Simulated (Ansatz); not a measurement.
The input, for Ansatz 0.2.0:

```yaml
crystal:
  periodic: [false, false, false]
  atoms:
    - {symbol: Si, position_ang: [0.000000, 0.000000, 0.000000]}
    - {symbol: H, position_ang: [0.000000, 0.000000, 1.559400]}
basis:
  gaussian: {orbitals: cc-pVDZ}
total_charge: -1
magnetization: {spin_polarized: false, initial_magnetization: 4}
correlation: {method: fci, electrons: outside_noble_gas}
accuracy: high
output: {forces: true}
```

```sh
$ ansatz run in.yaml --threads 1 --pin off --events-out ev --progress --plain --max-ram 2393MiB
```

Output:

```
413 factors; integrals over basis functions are off by at most 4.0e-9 eV
mean field evaluation 1: about -7870.3317 eV, gradient 9.9e0 eV
mean field evaluation 2: about -7870.3957 eV, gradient 9.6e0 eV
mean field evaluation 4: about -7871.5352 eV, gradient 9.3e-1 eV
mean field evaluation 8: about -7871.5873 eV, gradient 5.2e-2 eV
mean field evaluation 16: about -7871.5874 eV, gradient 1.1e-8 eV
mean field -7871.58742346 eV, -289.2755022584 hartree, gradient 1.3e-8 eV, S^2 6.000000; 0 other end points of the search recorded, 0 dependent functions left out
5 core orbitals not correlated: weight in the atoms' cores, before any rotation towards them, 1.000 or more for the frozen orbitals, at most 0.000 for the correlated occupied ones
reference -7871.58742346 eV, -289.2755022584 hartree; 5, 1 occupied and 13, 17 virtual orbitals, 413 factors
state -7873.71060675 eV, -289.3535278055 hartree
the calculation of the forces begins
mean field evaluation 32: about -7871.5658 eV, gradient 1.5e-1 eV
Total energy: -7873.71060675 eV, -289.3535278055 hartree
Atom 0 at     0.000000     0.000000     0.000000 Å, force     0.000000    -0.000000    -3.967733 eV/Å
Atom 1 at     0.000000     0.000000     1.559400 Å, force     0.000000     0.000000     3.967733 eV/Å
Dipole moment:     0.000000    -0.000000    -0.000825 e Å
```

Forces (eV/Å):
```
Si   0.000  0.000 -3.968
H    0.000  0.000  3.968
```

Ran on 1 thread of AMD EPYC, shared host: 5 s wall, 0.14 GiB peak host memory.
